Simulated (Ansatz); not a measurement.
# CH4BF: molecular dynamics

Aim: follow the molecule's vibrations and see whether its bonds hold. The start is relaxed first. Runs: 300 steps of 0.5 fs under a Nosé-Hoover thermostat at 3000 K. SMILES of the start: CBF.

Program: Ansatz 0.2.0. Level of theory: RKS PBE-D4/cc-pVDZ. These are calculated values, not measurements.

## (1) The starting structure

Bond lengths: B1–H2 1.190 Å, B1–C3 1.600 Å, C3–H4 1.110 Å, C3–H5 1.110 Å, C3–H6 1.110 Å, B1–F7 1.320 Å. Angles: H2–B1–C3 120.0°, H2–B1–F7 120.0°, C3–B1–F7 120.0°, B1–C3–H4 109.5°, B1–C3–H5 109.5°, B1–C3–H6 109.5°, H4–C3–H5 109.4°, H4–C3–H6 109.4°, H5–C3–H6 109.4°.

Structure file:

```xyz
7

B     0.0000    0.0000    0.0000
H     0.0000    0.0000    1.1900
C     1.3856    0.0000   -0.8000
H     1.7152   -1.0462   -0.9702
H     1.2491    0.5080   -1.7774
H     2.1552    0.5381   -0.2082
F    -1.1431    0.0000   -0.6600
```

## (2) Preparing the start

Input file input.yaml:

```yaml
crystal:
  periodic: [false, false, false]
  atoms:
    - { symbol: B, position_ang: [0.0, 0.0, 0.0] }
    - { symbol: H, position_ang: [0.0, 0.0, 1.19] }
    - { symbol: C, position_ang: [1.3856, 0.0, -0.8] }
    - { symbol: H, position_ang: [1.7152, -1.0462, -0.9702] }
    - { symbol: H, position_ang: [1.2491, 0.508, -1.7774] }
    - { symbol: H, position_ang: [2.1552, 0.5381, -0.2082] }
    - { symbol: F, position_ang: [-1.1431, 0.0, -0.66] }
basis:
  gaussian: { orbitals: cc-pVDZ }
hamiltonian:
  xc: pbe
  dispersion: d4
relax:
  f_tol: 0.02
  max_steps: 40
output:
  orbitals: {}
```

On the command line:

```console
$ ansatz run input.yaml --threads 1 --pin off --max-ram 2048MiB --backend cpu --events-out ev --progress --plain --runs-dir out
```

The program printed, shortened:

```text
Warning: RAYON_NUM_THREADS=1 ignored (pool sized by the plan → 1); use --threads N
[...]
Functional definition: PBE
[...]
702 factors; their error is unknown
[...]
mean field -4491.39183793 eV, -165.0556056691 hartree, gradient 6.9e-5 eV, S^2 0.000000; 0 other end points of the search recorded, 0 dependent functions left out
[...]
reference -4491.39186591 eV, -165.0556066974 hartree; 12, 12 occupied and 50, 50 virtual orbitals, 702 factors
relax step   1: F+E_penalty+E_count = -4491.46040396 eV  Δ(F+E_penalty+E_count) = +0.000e0 eV  max|allowed force component| = 1.968e0 eV/Å  Δτ_max = 0.0000 Å  (24 SCF iters, accepted)
[...]
relax step   4: F+E_penalty+E_count = -4491.53122111 eV  Δ(F+E_penalty+E_count) = -1.681e-4 eV  max|allowed force component| = 4.091e-1 eV/Å  Δτ_max = 0.0465 Å  (27 SCF iters, accepted)
[...]
relax step   7: F+E_penalty+E_count = -4491.54262104 eV  Δ(F+E_penalty+E_count) = -1.266e-3 eV  max|allowed force component| = 3.016e-2 eV/Å  Δτ_max = 0.0378 Å  (27 SCF iters, accepted)
[...]
relax step  10: F+E_penalty+E_count = -4491.54277411 eV  Δ(F+E_penalty+E_count) = +1.421e-4 eV  max|allowed force component| = 5.570e-2 eV/Å  Δτ_max = 0.0093 Å  (21 SCF iters, rejected (line search))
[...]
relax step  11: F+E_penalty+E_count = -4491.54301302 eV  Δ(F+E_penalty+E_count) = -9.685e-5 eV  max|allowed force component| = 2.003e-2 eV/Å  Δτ_max = 0.0047 Å  (22 SCF iters, accepted)
[...]
relax step  12: F+E_penalty+E_count = -4491.54302422 eV  Δ(F+E_penalty+E_count) = -1.119e-5 eV  max|allowed force component| = 1.542e-2 eV/Å  Δτ_max = 0.0084 Å  (28 SCF iters, accepted)
702 factors; their error is unknown
[...]
mean field -4491.47446724 eV, -165.0586422403 hartree, gradient 1.1e-5 eV, S^2 0.000000; 1 other end points of the search recorded, 0 dependent functions left out
[...]
reference -4491.47449472 eV, -165.0586432503 hartree; 12, 12 occupied and 50, 50 virtual orbitals, 702 factors
Total energy: -4491.54305170 eV, -165.0611626727 hartree
Atom 0 at     0.024309    -0.010605    -0.008205 Å, force    -0.000800    -0.015424    -0.003075 eV/Å
Atom 1 at    -0.043344    -0.293914     1.177985 Å, force    -0.000504     0.001337    -0.000408 eV/Å
Atom 2 at     1.358665     0.011081    -0.816659 Å, force     0.001469     0.013027     0.005773 eV/Å
Atom 3 at     1.829938    -0.996695    -0.780555 Å, force    -0.003327    -0.000011     0.002838 eV/Å
Atom 4 at     1.250205     0.319072    -1.874691 Å, force    -0.000495    -0.002981    -0.000866 eV/Å
Atom 5 at     2.089350     0.682580    -0.313813 Å, force     0.006565    -0.000586    -0.004738 eV/Å
Atom 6 at    -1.147123     0.288382    -0.609862 Å, force    -0.002908     0.004638     0.000477 eV/Å
Dipole moment:     0.260168    -0.030772    -0.020392 e Å
```

Wall time 16 s (1 thread of Arm Neoverse V2, shared host); peak memory 0.12 GiB.

Relaxation path:

```tsv
step	energy from step 1 (eV)	largest force component (eV/Å)
1	0.0000	1.9682
2	-0.0599	1.0108
3	-0.0706	0.3924
4	-0.0708	0.4091
5	-0.0772	0.2262
6	-0.0810	0.0804
7	-0.0822	0.0302
8	-0.0824	0.0248
9	-0.0825	0.0418
10x	-0.0824	0.0557
11	-0.0826	0.0200
12	-0.0826	0.0154
```

Step 1 is the start. 1 step was tried and not accepted (marked x).

After: Bond lengths: B1–H2 1.221 Å, B1–C3 1.560 Å, C3–H4 1.113 Å, C3–H5 1.107 Å, C3–H6 1.113 Å, B1–F7 1.350 Å. Angles: H2–B1–C3 123.6°, H2–B1–F7 115.8°, C3–B1–F7 120.5°, B1–C3–H4 109.4°, B1–C3–H5 114.5°, B1–C3–H6 109.6°, H4–C3–H5 108.9°, H4–C3–H6 104.7°, H5–C3–H6 109.2°.

## (3) Dynamics

300 steps of 0.5 fs under a Nosé-Hoover thermostat at 3000 K, from the relaxed start.

Input file input.yaml:

```yaml
crystal:
  periodic: [false, false, false]
  atoms:
    - { symbol: B, position_ang: [0.024309, -0.010605, -0.008205] }
    - { symbol: H, position_ang: [-0.043344, -0.293914, 1.177985] }
    - { symbol: C, position_ang: [1.358665, 0.011081, -0.816659] }
    - { symbol: H, position_ang: [1.829938, -0.996695, -0.780555] }
    - { symbol: H, position_ang: [1.250205, 0.319072, -1.874691] }
    - { symbol: H, position_ang: [2.08935, 0.68258, -0.313813] }
    - { symbol: F, position_ang: [-1.147123, 0.288382, -0.609862] }
basis:
  gaussian: { orbitals: cc-pVDZ }
hamiltonian:
  xc: pbe
  dispersion: d4
md:
  timestep: 0.5
  n_steps: 300
  ensemble: nvt_nose_hoover
  temperature: 3000.0
  initial_velocities: maxwell_boltzmann
  seed: 281822
```

On the command line:

```console
$ ansatz run input.yaml --threads 1 --pin off --max-ram 2048MiB --backend cpu --events-out ev --progress --plain --runs-dir out
```

The program printed, shortened:

```text
Warning: RAYON_NUM_THREADS=1 ignored (pool sized by the plan → 1); use --threads N
[...]
[... 1 set-up line as earlier in the session ...]
[...]
702 factors; their error is unknown
[...]
mean field -4491.47445648 eV, -165.0586418449 hartree, gradient 2.5e-5 eV, S^2 0.000000; 0 other end points of the search recorded, 0 dependent functions left out
[...]
reference -4491.47448431 eV, -165.0586428676 hartree; 12, 12 occupied and 50, 50 virtual orbitals, 702 factors
md step     0: t =     0.00 fs  T =  3000.0 K  F+E_penalty+E_count = -4491.54301345 eV  E_kin = 1.938900 eV  conserved = -4489.60411347 eV  (23 SCF iters)
[...]
md step    18: t =     9.00 fs  T =  1275.9 K  F+E_penalty+E_count = -4490.41986386 eV  E_kin = 0.824610 eV  conserved = -4489.59882844 eV  (29 SCF iters, 3 dispersion substeps)
[...]
md step    36: t =    18.00 fs  T =  1285.7 K  F+E_penalty+E_count = -4490.40405974 eV  E_kin = 0.830917 eV  conserved = -4489.58620876 eV  (28 SCF iters, 3 dispersion substeps)
[...]
md step    54: t =    27.00 fs  T =  1047.9 K  F+E_penalty+E_count = -4490.22558255 eV  E_kin = 0.677242 eV  conserved = -4489.58523556 eV  (29 SCF iters, 3 dispersion substeps)
[...]
md step    71: t =    35.50 fs  T =  1204.1 K  F+E_penalty+E_count = -4490.29681822 eV  E_kin = 0.778209 eV  conserved = -4489.58321727 eV  (29 SCF iters, 3 dispersion substeps)
md step    72: t =    36.00 fs  T =  1681.4 K  F+E_penalty+E_count = -4490.61819298 eV  E_kin = 1.086671 eV  conserved = -4489.59789221 eV  (25 SCF iters, 3 dispersion substeps)
```

## (4) The log goes on: dynamics from the start

The log, continued, shortened:

```text
md step    73: t =    36.50 fs  T =  2070.6 K  F+E_penalty+E_count = -4490.87278636 eV  E_kin = 1.338207 eV  conserved = -4489.60327168 eV  (29 SCF iters, 3 dispersion substeps)
[...]
md step    95: t =    47.50 fs  T =  1062.0 K  F+E_penalty+E_count = -4490.14899182 eV  E_kin = 0.686340 eV  conserved = -4489.57603681 eV  (29 SCF iters, 3 dispersion substeps)
[...]
md step   117: t =    58.50 fs  T =  2677.0 K  F+E_penalty+E_count = -4491.15000901 eV  E_kin = 1.730116 eV  conserved = -4489.60096481 eV  (28 SCF iters, 3 dispersion substeps)
[...]
md step   139: t =    69.50 fs  T =  2002.1 K  F+E_penalty+E_count = -4490.62959511 eV  E_kin = 1.293981 eV  conserved = -4489.58850667 eV  (27 SCF iters, 3 dispersion substeps)
[...]
md step   161: t =    80.50 fs  T =   970.8 K  F+E_penalty+E_count = -4489.86253656 eV  E_kin = 0.627424 eV  conserved = -4489.58294518 eV  (29 SCF iters, 3 dispersion substeps)
md step   162: t =    81.00 fs  T =  1309.3 K  F+E_penalty+E_count = -4490.07914494 eV  E_kin = 0.846190 eV  conserved = -4489.58411178 eV  (29 SCF iters, 3 dispersion substeps)
md step   163: t =    81.50 fs  T =  1672.7 K  F+E_penalty+E_count = -4490.31072340 eV  E_kin = 1.081097 eV  conserved = -4489.58516105 eV  (28 SCF iters, 3 dispersion substeps)
```

## (5) The log goes on: dynamics from the start

Output, continued, shortened:

```text
md step   164: t =    82.00 fs  T =  2035.7 K  F+E_penalty+E_count = -4490.54115059 eV  E_kin = 1.315669 eV  conserved = -4489.58648866 eV  (28 SCF iters, 3 dispersion substeps)
[...]
md step   182: t =    91.00 fs  T =  1090.5 K  F+E_penalty+E_count = -4489.80325977 eV  E_kin = 0.704781 eV  conserved = -4489.58009529 eV  (29 SCF iters, 3 dispersion substeps)
[...]
md step   200: t =   100.00 fs  T =  1035.0 K  F+E_penalty+E_count = -4489.67887513 eV  E_kin = 0.668916 eV  conserved = -4489.58020685 eV  (28 SCF iters, 3 dispersion substeps)
[...]
md step   218: t =   109.00 fs  T =  1963.4 K  F+E_penalty+E_count = -4490.19006503 eV  E_kin = 1.268929 eV  conserved = -4489.58308635 eV  (29 SCF iters, 3 dispersion substeps)
[...]
md step   300: t =   150.00 fs  T =  2177.4 K  F+E_penalty+E_count = -4489.78703870 eV  E_kin = 1.407252 eV  conserved = -4489.57506441 eV  (26 SCF iters, 3 dispersion substeps)
Total energy: -4489.78706743 eV, -164.9966314409 hartree
Atom 0 at    -0.012743    -0.200104    -0.104598 Å, force     0.471013    -0.570251     1.933758 eV/Å
Atom 1 at     0.050768    -1.003485     1.091253 Å, force    -0.773722     1.466447    -2.316003 eV/Å
Atom 2 at     1.399373     0.019128    -0.788945 Å, force     1.067081     1.863049    -0.554492 eV/Å
Atom 3 at     2.367334    -0.279228    -0.082218 Å, force    -2.287135     1.129989    -1.571376 eV/Å
Atom 4 at     1.454109    -0.752664    -1.646575 Å, force     0.016865     1.045711     0.460987 eV/Å
Atom 5 at     1.409970     1.353589    -1.320760 Å, force     0.320364    -4.030587     1.430349 eV/Å
Atom 6 at    -1.160056     0.411961    -0.563663 Å, force     1.185534    -0.904358     0.616777 eV/Å
Dipole moment:     0.224072    -0.050582    -0.096354 e Å
```

It took 5 min on 1 thread of Arm Neoverse V2, shared host; peak memory 0.099 GiB.

## (6) Frames and traces

One step in 12; energies are changes from step 0:

```tsv
time (fs)	T (K)	potential energy change (meV/atom)	conserved energy change (meV/atom)
0.0	3000	0.0	0.00
6.0	1363	153.6	2.35
12.0	2232	71.6	-0.12
18.0	1286	162.7	2.56
24.0	2203	77.5	-0.04
30.0	1144	180.2	2.82
36.0	1681	132.1	0.89
42.0	876	210.9	2.26
48.0	987	206.6	4.29
54.0	1214	188.5	2.47
60.0	1323	185.9	3.22
66.0	613	257.1	3.13
72.0	1789	152.7	0.53
78.0	742	260.4	3.46
84.0	2581	94.8	0.32
90.0	1591	201.4	3.72
96.0	2216	149.5	2.59
102.0	2656	118.8	1.72
108.0	1065	275.4	3.65
114.0	1585	242.4	5.38
120.0	750	329.8	3.86
126.0	3081	123.0	-0.50
132.0	1455	290.3	3.77
138.0	3595	98.0	2.23
144.0	3390	130.7	2.64
150.0	2177	250.9	4.15
```

time (fs), T (K) and a bar:
```
      0.0       3000 ######################
      6.5       1653 ##########
     13.0       2165 ###############
     19.5       2399 #################
     26.0       1631 ##########
     32.5       2589 ###################
     39.0       1213 ######
     45.5       2089 ##############
     52.0       1258 #######
     58.5       2677 ###################
     65.0       1042 #####
     71.5       2305 ################
     78.5        510 
     85.0       1498 #########
     91.5       1011 #####
     98.0       2205 ###############
    104.5       1403 ########
    111.0       3129 ########################
    117.5       1968 #############
    124.0       3161 ########################
    130.5       2649 ###################
    137.0       2570 ###################
    143.5       3847 ##############################
    150.0       2177 ###############
```

Maxima of the velocity power spectrum (cm⁻¹, relative height; resolution about 440 cm⁻¹): 950 (28), 2500 (100).

## (7) Frames from the trajectory

Positions (Å) and forces (eV/Å):

```xyz
7
time_fs=19.0 T=2097 dE=0.6108
B     0.037    0.009    0.026   -0.988   -0.255   -0.899
H     0.034   -0.575    1.080   -0.370    0.330    0.538
C     1.319    0.044   -0.796    4.084    0.202   -1.443
H     1.644   -1.066   -0.692   -0.057    0.999    0.079
H     1.260    0.148   -1.942   -0.346    0.275    1.229
H     2.372    0.669   -0.501   -2.800   -1.529   -0.300
F    -1.139    0.285   -0.628    0.478   -0.021    0.797
7
time_fs=37.5 T=2077 dE=0.6802
B     0.022   -0.032   -0.018   -0.705    0.644    2.407
H    -0.206    0.032    1.370    0.962   -0.580   -2.340
C     1.353   -0.013   -0.838    2.015   -1.085    1.263
H     2.037   -1.005   -0.935   -1.521    1.918    0.392
H     1.266    0.447   -1.839   -0.085    0.000   -0.043
H     1.950    0.696   -0.125   -0.315   -0.776   -1.110
F    -1.138    0.292   -0.605   -0.351   -0.121   -0.569
7
time_fs=56.0 T=1589 dE=1.0897
B     0.037    0.013   -0.014   -0.193   -0.101   -0.794
H     0.121   -0.263    1.133   -0.581   -0.092    0.985
C     1.358   -0.030   -0.824    0.042    5.823    2.379
H     1.842   -0.918   -0.770    2.015   -3.451    0.094
H     1.220    0.380   -1.806    0.316    0.271   -1.224
H     2.214    0.844   -0.121   -2.409   -2.400   -1.981
F    -1.168    0.283   -0.614    0.810   -0.050    0.542
7
time_fs=75.0 T=2814 dE=0.4287
B    -0.012   -0.030   -0.020    2.036    0.456    1.231
H    -0.085   -0.415    1.200    0.138    0.251   -1.106
C     1.375    0.068   -0.816   -0.328   -2.299   -1.039
H     1.718   -1.018   -0.533   -0.262    0.868   -0.726
H     1.368    0.137   -1.982   -0.394   -0.147    1.601
H     2.296    0.577   -0.526    0.032    0.766    0.722
F    -1.146    0.287   -0.601   -1.222    0.106   -0.682
7
time_fs=94.0 T=1144 dE=1.7242
B     0.036   -0.004   -0.030   -0.444   -1.306    2.963
H    -0.041   -0.257    1.336    0.149    0.448   -2.347
C     1.342   -0.072   -0.827    2.102    2.777   -0.175
H     2.183   -0.929   -0.855   -1.708    2.007    0.461
H     1.166    0.440   -1.857    0.501   -0.984    1.062
H     1.785    1.139   -0.061   -0.733   -3.222   -1.876
F    -1.141    0.301   -0.610    0.133    0.281   -0.088
7
time_fs=112.5 T=2297 dE=1.1913
B     0.040   -0.105    0.037   -1.130    1.813   -7.031
H     0.067   -0.230    1.093   -0.244   -0.886    5.044
C     1.321   -0.003   -0.850   -3.793   -1.920    1.111
H     2.017   -0.659   -0.525    2.970   -2.957    0.950
H     1.308    0.135   -1.864   -0.355    0.350   -3.187
H     1.629    0.828   -0.373    1.688    4.337    1.846
F    -1.126    0.332   -0.621    0.865   -0.737    1.267
7
time_fs=131.0 T=2200 dE=1.5409
B     0.013   -0.066   -0.060   -1.108   -2.483    2.584
H    -0.364   -0.858    0.993    1.358    1.276   -1.204
C     1.355    0.000   -0.788    4.067    2.573   -1.913
H     2.312   -0.526   -0.345   -1.929    0.364   -0.721
H     1.135   -0.309   -1.909    0.615    0.350    1.693
H     2.013    1.249   -0.979   -2.377   -3.187    0.557
F    -1.137    0.335   -0.575   -0.626    1.107   -0.996
7
time_fs=150.0 T=2177 dE=1.7560
B    -0.013   -0.200   -0.105    0.471   -0.570    1.934
H     0.051   -1.004    1.091   -0.774    1.466   -2.316
C     1.399    0.019   -0.789    1.067    1.863   -0.554
H     2.367   -0.279   -0.082   -2.287    1.130   -1.571
H     1.454   -0.753   -1.647    0.017    1.046    0.461
H     1.410    1.354   -1.321    0.320   -4.031    1.430
F    -1.160    0.412   -0.564    1.185   -0.904    0.617
```

## (8) What came out

```
                              quantity                            value
               relaxation of the start         10 moves, 0.083 eV lower
                                length              300 steps of 0.5 fs
      temperature, first and last step                  3000 and 2177 K
              temperature, second half  mean 1955 K, from 428 to 4016 K
         potential energy, second half     +205 meV/atom from the start
largest change of the conserved energy                    8.44 meV/atom
                bonds formed or broken                                0
```

Against a set 3000 K the second half averages 1955 K with a spread of 961 K; 205 meV/atom has gone into potential energy, and a thermostat that acts over some 100 fs has not made it up in 150 fs. The conserved energy strays from its start by at most 8.44 meV/atom, 5.3 % of the mean kinetic energy, which is poor: the step of 0.5 fs is too long for the fastest motion. The bonding pattern survives the run. 150 fs on 7 atoms is far too short and small for converged averages. The nuclei move classically, without zero-point motion, which matters most for hydrogen.
